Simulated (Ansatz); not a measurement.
## Relaxing LiRh2

Theory: Ansatz 0.2.0, DFT PBE, scalar-relativistic, plane waves, PAW.

LiRh2 was placed on the sites of a reported Ti2Pd cell (I4/mmm, No. 139), with Li in place of Pd, Rh in place of Ti, at a guessed volume.

The final relaxation ran on this input, with the default PAW datasets:

```yaml
crystal:
  lattice:
    - [-1.345326018, 1.345326018, 5.8152316159]
    - [1.345326018, -1.345326018, 5.8152316159]
    - [1.345326018, 1.345326018, -5.8152316159]
  atoms:
    - { symbol: Li, position: [0.0, 0.0, 0.0] }
    - { symbol: Rh, position: [0.3278155527, 0.3278155527, 0.0] }
    - { symbol: Rh, position: [0.6721844473, 0.6721844473, 0.0] }
basis:
  ecutwfc: 420
kpoints:
  mp_grid: { grid: [24, 24, 24] }
hamiltonian:
  xc: pbe
scf:
  occupations: { method: gaussian, width: 0.1 }
output:
  forces: true
  stress: true
  eigenvalues: true
relax:
  adjacent_minimum: "off"
  f_tol: 0.01
  max_steps: 80
  cell: { stress_tol: 0.05 }
```

Launched as:

```bash
ansatz run input.yaml --threads 1 --pin off --max-ram 2560MiB --backend cpu --events-out ev --progress --plain --runs-dir out
```

Time: 2.8 min on 1 thread of Arm Neoverse V1, on a shared host, peak memory 1 GiB.

End of the output:

```
SCF converged after 9 iterations
Free energy (F): -13010.473074 eV
Harris-Foulkes:  -13010.473074 eV  (|F-HF|=0.00e0)
Internal energy: -13010.455913 eV  (E = F + TS)
E sigma→0 (E₀):  -13010.464494 eV
Entropy (-TS):   -0.017161 eV (-5.720 meV/atom)
Fermi energy:    14.751084 eV
--- Per-component energies (eV) ---
  E_band       = -460.477942
  E_kinetic    = 1168.627043
  E_local      = -5026.330942  (includes V_loc(G=0)·N_el)
  E_nonlocal   = 678.157441
  E_hartree    = 1922.579479
  E_xc         = -453.711033
  E_vxc        = -569.794890  (∫ρ·V_xc dr)
  E_paw        = -7195.753424  (= ΣΔE_a)
  E_vpaw       = -556.297254  (= ΣTr[D̂ρ^β])
  E_aug_tail   = 0.001706  (compensation charges beyond the density's cutoff)
  E_ewald      = -4104.026184
  E_smearing   = -0.017161  (= −TS)
  E_closure    =  0.000000  (closes the sum)
  Σ components = -13010.473074   (vs F -13010.473074, Δ=0.00e0)
--- Forces (eV/Å), atoms counted from 1 ---
  atom   1  Li     0.00000000     0.00000000     0.00000000
  atom   2  Rh     0.00000000     0.00000000    -0.00062645
  atom   3  Rh     0.00000000     0.00000000     0.00062645
  max |Σ_I F_I| component: 1.39e-17 eV/Å
--- Stress (GPa, compression-positive) ---
       -0.001870       0.000000       0.000000
        0.000000      -0.001870       0.000000
        0.000000       0.000000      -0.007573
  P = ⅓ Tr σ = -0.0038 GPa (-0.038 kbar)
--- Relaxed structure (2 steps of the walk, 2 accepted, 1 SCFs on fresh bases) ---
  F+E_penalty+E_count = -13010.47307433 eV   max|allowed force component| = 6.264e-4 eV/Å   (the final SCF, on the basis selected at the relaxed cell)
  cell:  # Å, volume = 42.1351 Å³
    - [-1.345995, 1.345995, 5.814301]
    - [1.345995, -1.345995, 5.814301]
    - [1.345995, 1.345995, -5.814301]
  atoms:
    - { symbol: Li, position: [0.000000, 0.000000, 0.000000] }
    - { symbol: Rh, position: [0.327667, 0.327667, 0.000000] }
    - { symbol: Rh, position: [0.672333, 0.672333, 0.000000] }
```

Absolute energies hang on the potentials; compare differences alone.

The result has space group I4/mmm (No. 139). Li is coordinated by 4 Li at 2.69 Å and 8 Rh at 2.76 Å; Rh is coordinated by 8 Rh at 2.62–2.69 Å and 4 Li at 2.76 Å.

Against the elements it lies at 0.00 eV/atom. Energies over the elements count from the elements' standard structures at the same level, with no empirical corrections.

For metals, differences of a few meV/atom aren't resolved.

A structure relaxed within its symmetry needn't be a true minimum.